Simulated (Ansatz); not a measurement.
**BFH₂S: a ladder of functionals and wavefunction methods**

One table from this session's results is given with a row withheld; the runs are named, their logs left out.

Method: functionals in def2-TZVPP, the program's frozen cores in correlated methods; program: Ansatz 0.2.0, Gaussian basis.

Plan: LDA (SPW92), PBE-D4, revPBE-D4, BLYP-D4, r2SCAN-D4, B97M-V, PBE0-D4, B3LYP-D4, r2SCANh-D4, r2SCAN0-D4, HSE06-D4, BHLYP-D4, CAM-B3LYP-D4, LC-ωPBE, ωB97X-V, ωB97M-V, B2PLYP, PBE-QIDH; CCSD(T)/def2-SVP; CCSD(T)/def2-TZVPP; CCSD(T)/def2-QZVPP; extrapolation to the limit.

### The geometry

An earlier PBE0-D4 in a triple-zeta def2 set relaxation fixed the geometry.

SMILES `FBS`, 5 atoms, charge 0, spin multiplicity 1.

Atoms are counted from 1 here; the program's logs count them from 0.

Bond lengths: F1–B2 1.322 Å, B2–S3 1.794 Å, B2–H4 1.194 Å, S3–H5 1.342 Å. Angles: F1–B2–S3 117.9°, F1–B2–H4 119.5°, S3–B2–H4 122.6°, B2–S3–H5 94.9°.

Set-up of the first run:

in.yaml

```yaml
crystal:
  periodic: [false, false, false]
  atoms:
    - {symbol: F, position_ang: [-1.119107, -0.905887, -1.069200]}
    - {symbol: B, position_ang: [-0.412799, -0.339131, -0.106107]}
    - {symbol: S, position_ang: [0.972370, 0.698626, -0.579391]}
    - {symbol: H, position_ang: [-0.712014, -0.530924, 1.033689]}
    - {symbol: H, position_ang: [1.321449, 1.003717, 0.679609]}
basis:
  gaussian: {orbitals: def2-TZVPP}
hamiltonian: {xc: lda}
output: {orbitals: {seedname: orbitals}}
```

The run is started by

```bash
> ansatz run in.yaml --threads 2 --pin off --events-out ev --progress --plain --max-ram 32768MiB --backend cpu
```

Among the steps run: LDA; PBE-D4 (GGA); revPBE-D4 (GGA); BLYP-D4 (GGA); r2SCAN-D4 (meta-GGA); B97M-V (meta-GGA); B3LYP-D4 (hybrid); r2SCANh-D4 (hybrid); r2SCAN0-D4 (hybrid); HSE06-D4 (hybrid); BHLYP-D4 (hybrid); CAM-B3LYP-D4 (range-separated); LC-ωPBE (range-separated); ωB97X-V (range-separated); ωB97M-V (range-separated); B2PLYP (double hybrid); PBE-QIDH (double hybrid).

One table of the session follows, with a row left open; its other results are not shown here.

It belongs to the step «Orbital energies across the functionals». 

```
  functional  HOMO (eV)  gap (eV)
 LDA (SPW92)      -7.29      5.37
      PBE-D4      -7.14      5.48
   revPBE-D4      -7.08      5.53
     BLYP-D4      -6.96      5.45
   r2SCAN-D4      -7.42      6.11
      B97M-V      -7.48      6.16
     PBE0-D4      -8.36      7.67
    B3LYP-D4      -8.10      7.19
  r2SCANh-D4      -7.87      6.89
  r2SCAN0-D4      -8.54      8.07
    HSE06-D4      -7.95      6.88
    BHLYP-D4      -9.41      9.75
CAM-B3LYP-D4      -9.67     10.09
     LC-ωPBE     -11.09     12.70
     ωB97X-V     -10.70     12.24
     ωB97M-V          ?         ?
```

Q: Estimate the row for ωB97M-V from the others.

**Answer.** HOMO (eV): -10.54; gap (eV): 11.86. In the column «HOMO (eV)» it lies between ωB97X-V (-10.70) and CAM-B3LYP-D4 (-9.67).
